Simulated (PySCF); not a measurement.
PO at PBE

Computed with PBE; basis P def2-SVP, O def2-SVP; no relativity; PySCF 2.14.

```json
{
  "state": "²Π (doublet), unpaired electrons π ↑",
  "bond length": "1.517 Å",
  "harmonic wavenumber": "1181 cm⁻¹",
  "force constant": "8.67 mdyn/Å",
  "rotational constant Be": "0.6945 cm⁻¹",
  "anharmonicity ωexe": "5.44 cm⁻¹",
  "vibration–rotation constant αe": "0.00479 cm⁻¹",
  "well depth De to P + O": "145.7 kcal/mol",
  "dissociation energy D0": "144.0 kcal/mol",
  "bond order (Mayer)": "2.19",
  "dipole moment (positive dipole means P(−)O(+))": "-1.85 D"
}
```

The state is the lowest determinant that a PBE0 search found; another state may lie lower at other levels.
